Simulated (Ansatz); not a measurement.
```yaml
crystal:
  periodic: [false, false, false]
  atoms:
    - {symbol: B, position_ang: [0.000000, 0.000000, 0.000000]}
    - {symbol: Na, position_ang: [0.000000, 0.000000, 2.269200]}
basis:
  gaussian: {orbitals: def2-TZVP}
hamiltonian: {xc: pbe0}
relax: {f_tol: 0.004, max_steps: 80}
```

```sh
$ ansatz run in.yaml --threads 1 --pin off --events-out ev --progress --plain --max-ram 2176MiB
```

Steps of the relaxation (energy above the last step; positions in Å, forces in eV/Å):

```
2
step 1, 349.9 meV
B     0.000    0.000    0.000    0.000    0.000   -2.015
Na    0.000    0.000    2.269    0.000    0.000    2.015
```

```
2
step 2, 20.3 meV
B     0.000    0.000   -0.155    0.000    0.000   -0.350
Na    0.000    0.000    2.424    0.000    0.000    0.350
```

```
2
step 3, 47.7 meV
B     0.000    0.000   -0.327    0.000    0.000    0.388
Na    0.000    0.000    2.597    0.000    0.000   -0.388
```

```
2
step 6, 0.0 meV
B     0.000    0.000   -0.216    0.000    0.000    0.001
Na    0.000    0.000    2.486    0.000    0.000   -0.001
```

Close pairs at the end: B1–Na2 2.702 Å.

A stationary point of restricted PBE0 after 6 steps (its stability towards spin polarisation wasn't tested). 6.5 s on 1 thread of Arm Neoverse V1, shared host.
